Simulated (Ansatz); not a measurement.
The reference is HfS$_{2}$ in the CdI2 type structure (space group P-3m1, No. 164; a = 3.606 Å, c = 5.768 Å; layered, stacked along the Cartesian z axis).

Calculations: PBE-D3(BJ)/PAW in Ansatz (a first-principles code), no SOC.

| level | band gap | lattice parameter a | lattice parameter c |
|---|---|---|---|
| PBE-D3(BJ) | 0.85 eV | 3.606 Å | 5.768 Å |

Measured: band gap 1.8 eV (temperature not stated; as listed in Miłosz Rybak et al., Nanomaterials (2022)); lattice parameter a 3.635 Å (temperature not stated; as listed in Torbjörn Björkman, The Journal of Chemical Physics (2014)); lattice parameter c 5.83 Å (temperature not stated; corrected from measurement; as listed in Torbjörn Björkman, The Journal of Chemical Physics (2014)).

Computed minus measured — band gap: PBE-D3(BJ) -0.95 eV; lattice parameter a: PBE-D3(BJ) -0.8 %; lattice parameter c: PBE-D3(BJ) -1.1 %. Measured values not marked as corrected hold thermal and zero-point effects that the static-lattice runs lack. A measured gap can be an optical one, lowered by exciton binding. Levels without spin-orbit coupling miss its effect on the gap.

With Hf present, leaving out spin-orbit coupling can change the band edges. No phonon test of stability was made.
